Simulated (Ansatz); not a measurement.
Born–Oppenheimer molecular dynamics of AlFH₄O (7 atoms, charge 0, multiplicity 1). It starts at the highest image of a converged band, a first-order saddle point between two minima.

The calculation used RKS B3LYP-D4/cc-pVDZ (Ansatz).

```
ensemble                      : NVE (velocity Verlet)
time step                     : 0.5 fs
steps asked                   : 200
starting velocities drawn for : 100 K
seed                          : 9055
```

First frame:

```xyz
7
Properties=species:S:1:pos:R:3
Al 0.011 -0.222 -0.080
H 0.036 -0.090 1.703
F 1.485 0.318 -0.708
H -1.352 0.191 -0.747
O 0.142 -1.976 0.594
H -0.577 -2.623 0.518
H 0.038 -1.123 1.510
```

Problem. What does the run give?

Solution. All steps were run.

```json
{
  "steps done": "200",
  "time covered": "100 fs",
  "mean temperature over the second half": "1027 K",
  "spread of the potential energy over the second half": "10.1 meV per atom",
  "mean potential energy of the second half above the start": "-85.5 meV per atom"
}
```

The conserved energy stayed within 0.044 meV per atom of its start (net change 0.013 meV per atom), so the integration is sound. The kinetic energy rose, since the run started high on the potential surface and went downhill. It ends in pieces (AlFH2O + H2), so much of that is their flight and rotation, not heat. A run of 0.1 ps of so small a system gives no equilibrium averages. The orbitals stay closed-shell, which can raise the energy where a bond breaks towards radicals; this wasn't checked here.

Problem. What happens to the structure?

Solution. Between its relaxed ends the band would form H2–H7 and break Al1–H2, O5–H7. These pairs go: H2–H7 1.05 → 0.77 Å, Al1–H2 1.79 → 6.49 Å, O5–H7 1.26 → 8.15 Å. In the last frame they stand as after the step (other bonds may differ from the relaxed reactants and products). Also parted: Al1–H7 1.83 → 7.24 Å. It ends as AlFH2O + H2. Pairs count as bonded within 1.25 times the sum of covalent radii (0.12 Å more for H–H). The details hang on the random start.

Problem. How do temperature and energy run in time?

Solution. 
```json
{"time (fs)": "0", "T (K)": "100", "potential energy less start (eV)": "0.000", "conserved less start (meV/atom)": "0.00"}
{"time (fs)": "5", "T (K)": "106", "potential energy less start (eV)": "-0.004", "conserved less start (meV/atom)": "0.02"}
{"time (fs)": "10", "T (K)": "294", "potential energy less start (eV)": "-0.125", "conserved less start (meV/atom)": "0.03"}
{"time (fs)": "15", "T (K)": "738", "potential energy less start (eV)": "-0.412", "conserved less start (meV/atom)": "0.02"}
{"time (fs)": "20", "T (K)": "1236", "potential energy less start (eV)": "-0.734", "conserved less start (meV/atom)": "-0.01"}
{"time (fs)": "25", "T (K)": "1349", "potential energy less start (eV)": "-0.808", "conserved less start (meV/atom)": "-0.04"}
{"time (fs)": "30", "T (K)": "1018", "potential energy less start (eV)": "-0.593", "conserved less start (meV/atom)": "0.02"}
{"time (fs)": "35", "T (K)": "1012", "potential energy less start (eV)": "-0.590", "conserved less start (meV/atom)": "-0.01"}
{"time (fs)": "40", "T (K)": "1107", "potential energy less start (eV)": "-0.651", "conserved less start (meV/atom)": "-0.02"}
{"time (fs)": "45", "T (K)": "976", "potential energy less start (eV)": "-0.566", "conserved less start (meV/atom)": "0.03"}
{"time (fs)": "50", "T (K)": "908", "potential energy less start (eV)": "-0.522", "conserved less start (meV/atom)": "0.02"}
{"time (fs)": "55", "T (K)": "975", "potential energy less start (eV)": "-0.565", "conserved less start (meV/atom)": "0.00"}
{"time (fs)": "60", "T (K)": "1130", "potential energy less start (eV)": "-0.666", "conserved less start (meV/atom)": "-0.02"}
{"time (fs)": "65", "T (K)": "1110", "potential energy less start (eV)": "-0.653", "conserved less start (meV/atom)": "0.00"}
{"time (fs)": "70", "T (K)": "1045", "potential energy less start (eV)": "-0.611", "conserved less start (meV/atom)": "0.00"}
{"time (fs)": "75", "T (K)": "1007", "potential energy less start (eV)": "-0.586", "conserved less start (meV/atom)": "-0.01"}
{"time (fs)": "80", "T (K)": "833", "potential energy less start (eV)": "-0.474", "conserved less start (meV/atom)": "0.04"}
{"time (fs)": "85", "T (K)": "944", "potential energy less start (eV)": "-0.545", "conserved less start (meV/atom)": "0.00"}
{"time (fs)": "90", "T (K)": "1199", "potential energy less start (eV)": "-0.710", "conserved less start (meV/atom)": "-0.03"}
{"time (fs)": "95", "T (K)": "1132", "potential energy less start (eV)": "-0.667", "conserved less start (meV/atom)": "-0.01"}
{"time (fs)": "100", "T (K)": "879", "potential energy less start (eV)": "-0.504", "conserved less start (meV/atom)": "0.01"}
```

The run took 6.1 min on 1 thread of Arm Neoverse V1 (shared host), peak memory 0.12 GiB.
